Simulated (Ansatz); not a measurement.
`FC(F)(F)Cl` + ethylene → `C=CC(F)(F)Cl` + H–F at 500 K and 1 bar (formal exchange of groups at a C–F bond).

Isolated molecules relaxed with PBE0-D4/def2-TZVP in Ansatz; ΔE leaves out vibrations. CBS: MP2 limit from def2 TZ/QZ plus the TZ coupled-cluster correction, frozen cores. This one scheme is used for every species. Each species was taken in one conformer, which may not be the lowest.

```
       species  CCSD(T)/CBS energy (Eh)  H − E (kJ/mol)  S (J/(mol·K))
  `FC(F)(F)Cl`               -797.19793            69.2          324.4
         `C=C`                -78.48111           155.1          245.3
`C=CC(F)(F)Cl`               -775.29546           187.3          385.6
           H–F               -100.39570            39.4          188.7
```

H − E and S are ideal-gas, rigid-rotor, harmonic terms from PBE0-D4/def2-TZVP, for one conformer and one mirror image of each species. 1 Eh = 2625.50 kJ/mol, R = 8.31446 J/(mol·K).

Problem. By hand: ΔE, ΔH, ΔS and ΔG.

Solution. ΔE = (-775.29546) + (-100.39570) − (-797.19793) − (-78.48111) = -0.01212 Eh = -31.8 kJ/mol. Δ(H − E) = 187.3 + 39.4 − 69.2 − 155.1 = 2.4, so ΔH = -29.4 kJ/mol. ΔS = 385.6 + 188.7 − 324.4 − 245.3 = 4.6 J/(mol·K). ΔG = -29.4 − 500 × (4.6)/1000 = -31.7 kJ/mol.

Problem. By hand: the equilibrium constant, and the temperature at which ΔG would vanish if ΔH and ΔS stayed fixed.

Solution. log₁₀ K = −ΔG/(RT ln 10) = 3.3. ΔH and −TΔS have one sign here, so there is no such temperature.

The number of gas molecules stays the same, so ΔS is small and ΔH decides. A doubt of 5 kJ/mol in ΔE shifts log₁₀ K by 0.5 here. Other conformers and mirror images would add mixing entropy, several J/(mol·K) or more a flexible species. These are equilibria of isolated gas molecules and say nothing of rates. Largest T1 diagnostic: 0.012 (customary marks: 0.02 for closed shells, 0.045 for open ones).

ΔS is within the doubt of such terms, so its sign, and with it that verdict, could turn.
